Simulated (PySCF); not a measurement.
## Working out the electron affinity of P

P⁻ [Ne] 3s2 3p4 (3P) → P [Ne] 3s2 3p3 (4S). Computed with PySCF 2.14 in dyall-av3z, with the spin-free X2C one-electron Hamiltonian (Gaussian nucleus). Frozen: [Ne]; the 26 highest virtual orbitals dropped. Energies in hartree (1 hartree = 27.21139 eV):

```
             part   P⁻ (lower)    P (upper)
              UHF  -341.524547  -341.536904
MP2 opposite-spin    -0.087170    -0.061672
    MP2 same-spin    -0.026938    -0.023195
```

**Question.** What does Hartree-Fock give?

**Answer.** (-341.536904) − (-341.524547) = -0.012357 hartree = -0.336 eV.

**Question.** What do MP2 and SCS-MP2 (6/5 opposite-spin, 1/3 same-spin) give?

**Answer.** The opposite-spin parts differ by 0.694 eV and the same-spin parts by 0.102 eV. MP2: -0.336 + (0.694) + (0.102) = 0.460 eV. SCS-MP2: -0.336 + 1.2 × (0.694) + (0.102)/3 = 0.531 eV.

A first-order spin-orbit estimate adds 0.012 eV to MP2 (valence), giving 0.472 eV against 0.747 eV (measured; photodetachment measurements, as compiled on the Wikipedia data page of electron affinities).

What remains against the reference includes basis incompleteness, the frozen core and correlation beyond second order.
